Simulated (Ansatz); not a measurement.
# SiH3+ (singlet): from Hartree-Fock to the top rungs at distance Si1–H3 = 2.754 Å, cc-pVDZ

Aim: climb from Hartree-Fock through coupled cluster and multireference methods for SiH3+ (singlet) at one geometry and basis, and see what each rung misses.

Computed with Ansatz 0.2.0, Gaussian basis. Level: cc-pVDZ, core rule «outside noble gas», up to 5 orbitals frozen.

To be run: UHF; CCSD(T) on RHF; CCSD(T) on UHF; BCCD(T) on RHF; CISD; CCSDT(Q) on RHF; CCSDT(Q) on UHF; CCSDTQ on RHF; CASSCF and MRCISD+Q, 2 electrons in 2 orbitals; CASSCF and NEVPT2, 2 electrons in 2 orbitals; CASSCF and MRCISD+Q, 6 electrons in 7 orbitals; CASSCF and NEVPT2, 6 electrons in 7 orbitals; Full CI.

26 further runs of the same task are left out: 6 for a known fault of the program, 1 for a mislabelled method, 15 that didn't finish, 4 set aside as unsound or not needed.

### Step 1. The system

The geometry derives from a PBE0/def2-TZVP stationary point (not a proven minimum). One bond is set to the value named and the two fragments are kept rigid.

4 atoms, charge 1, spin multiplicity 1.

Atoms are counted from 1 here; the program's logs count them from 0.

Bond lengths: Si1–H2 1.472 Å, Si1–H4 1.472 Å. Angles: H2–Si1–H4 120.0°.

### Step 2. UHF

Contents of in.yaml:

```yaml
crystal:
  periodic: [false, false, false]
  atoms:
    - {symbol: Si, position_ang: [0.021115, -0.035769, 0.000082]}
    - {symbol: H, position_ang: [1.493058, -0.021542, -0.000014]}
    - {symbol: H, position_ang: [-1.378873, 2.335838, -0.005353]}
    - {symbol: H, position_ang: [-0.702535, -1.317619, 0.003083]}
basis:
  gaussian: {orbitals: cc-pVDZ}
total_charge: 1
magnetization: {spin_polarized: true, initial_magnetization: 0}
hamiltonian: {xc: hf}
output: {orbitals: {seedname: orbitals}}
```

Launch:

```sh
$ ansatz run in.yaml --threads 1 --pin off --events-out ev --progress --plain --max-ram 2393MiB
```

After this run come: CCSD(T) on RHF; CCSD(T) on UHF; BCCD(T) on RHF; CISD; CCSDT(Q) on RHF; CCSDT(Q) on UHF; CCSDTQ on RHF; CASSCF and MRCISD+Q, 2 electrons in 2 orbitals; CASSCF and NEVPT2, 2 electrons in 2 orbitals; CASSCF and MRCISD+Q, 6 electrons in 7 orbitals; CASSCF and NEVPT2, 6 electrons in 7 orbitals; Full CI.

**Question.** What will the summary of the whole plan be? Wanted: FCI below the RHF energy; RMP2 from FCI; UMP2 from FCI; RCCSD from FCI; RCCSD(T) from FCI; UCCSD(T) from FCI; RCCSDT(Q) from FCI; UCCSDT(Q) from FCI; NEVPT2 pair from FCI.

As calculated:

| quantity | value |
| --- | --- |
| FCI below the RHF energy | -4.1459 eV |
| RMP2 from FCI | +132.8 kJ/mol |
| UMP2 from FCI | +99.8 kJ/mol |
| RCCSD from FCI | +17.4 kJ/mol |
| RCCSD(T) from FCI | +4.1 kJ/mol |
| UCCSD(T) from FCI | +10.2 kJ/mol |
| RCCSDT(Q) from FCI | +0.2 kJ/mol |
| UCCSDT(Q) from FCI | +0.1 kJ/mol |
| NEVPT2 pair from FCI | +61.1 kJ/mol |
| MRCISD+Q pair from FCI | -1.2 kJ/mol |
| NEVPT2 valence from FCI | +43.0 kJ/mol |
| levels within 1 kcal/mol (43 meV) | RCCSD(T), BCCD(T), RCCSDT, UCCSDT, RCCSDT(Q), UCCSDT(Q), RCCSDTQ, MRCISD+Q pair, MRCISD+Q valence |
| T1 diagnostic | 0.032 |
| effectively unpaired electrons | 0.67 |

In words: RCCSD(T) lands +4.1 kJ/mol from the yardstick (1.0 % of the correlation energy). CCSD(T) misses by +4.1 kJ/mol on the restricted determinant and by +10.2 kJ/mol on the unrestricted one; the two need not hold the same state or core. MRCISD+Q pair falls below full CI: the +Q correction isn't variational, and the cores differ from full CI's. The occupations show some static correlation. Of the multireference levels listed MRCISD+Q valence comes nearest in total energy (+0.8 kJ/mol), which doesn't show that its space is the better one. These misses are within one basis, not against nature.
